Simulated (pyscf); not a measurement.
:Si=Se [singlet] + H₂ -> :HSi–SeH [singlet], an addition across a multiple bond or ene-type step (singlet surface; H–H broken, H–Se, H–Si formed). PySCF, gas phase, ωB97X-D3(BJ)/def2-SVP geometries. Energies in kJ/mol from the separated reactants.

Small-basis levels: PySCF, no dispersion term, spherical d functions. 

### Question
Quick B3LYP/6-31G*+LANL2DZ single points give ΔE‡ = 176.4 kJ/mol and ΔE = +35.0 kJ/mol. What does ωB97M-D3(BJ)/def2-TZVP give, and how far is the quick result from it?

### Answer
ωB97M-D3(BJ)/def2-TZVP gives ΔE‡ = 135.2 kJ/mol and ΔE = +4.5 kJ/mol. B3LYP/6-31G*+LANL2DZ lies 41.2 kJ/mol over it in the barrier and 30.5 kJ/mol over it in the reaction energy, so on this step it does not hold to within 12.6 kJ/mol. ωB97M-D3(BJ)/def2-TZVP has limits of its own. On the product side the descent ends in a point that may be a rotor saddle (no frequency run), 10.5 kJ/mol over the lowest minimum found and 128.9 kJ/mol under the saddle at ωB97X-D3(BJ)/def2-TZVP. At the saddle there is also a short H–Si contact that neither side keeps. :HSi–SeH [singlet] lies 50.4 kJ/mol over its isomer H₂Si=Se (electronic energy, ωB97M-D3(BJ)/def2-TZVP). One saddle was located; it need not be the lowest between these sides. In the def2 sets elements up to Kr have no core potential.
